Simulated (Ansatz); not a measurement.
The same path of FH$_{3}$OSi (6 atoms, charge 0, multiplicity 1) was run twice with different band settings. Lost on the way: Si1–H4. Made: O2–H4.

All numbers below come from RHF/def2-SVP in Ansatz.

Relaxed end points:

```xyz
6
Properties=species:S:1:pos:R:3
Si 0.321 -0.038 0.072
O 0.561 -0.097 1.686
H -0.155 -0.189 2.295
H 1.632 0.074 -0.569
F -0.543 1.267 -0.299
H -0.456 -1.191 -0.410
```

```xyz
6
Properties=species:S:1:pos:R:3
Si -0.017 -0.173 -0.800
O 0.967 -0.253 1.082
H 0.396 0.028 1.789
H 1.771 0.248 1.145
F -0.791 1.172 -0.232
H -0.967 -1.198 -0.209
```

Common settings: movable images 7; climbing image yes; spring 5.0 eV/Å²; optimiser quadratic models (default); force threshold 0.05 eV/Å; iteration limit 60; end points relaxed.

| run | start path |
| --- | --- |
| 1 | through a guess of the saddle point |
| 2 | straight line |

Task: What does each run give, and how far can it be trusted?

Result: Run 1: converged after 14 iterations, highest image 4.474 eV above the first end. Neighbouring images differ by up to 2.5 eV, so the band resolves the path poorly. A vibrational analysis at the climbing image gives one clearly imaginary mode, 2078i cm⁻¹: a first-order saddle point.
Run 2: converged after 12 iterations, highest image 4.438 eV above the first end. The profile has 2 maxima (images 1, 5) with wells between them (image 2): this band takes more than one step, which may be the mechanism or a detour left from its start path. Neighbouring images differ by up to 2.3 eV, so the band resolves the path poorly. The order of the point at the top wasn't checked.
The orbitals stay closed-shell, which can raise the energy where a bond breaks towards radicals; this wasn't checked here.
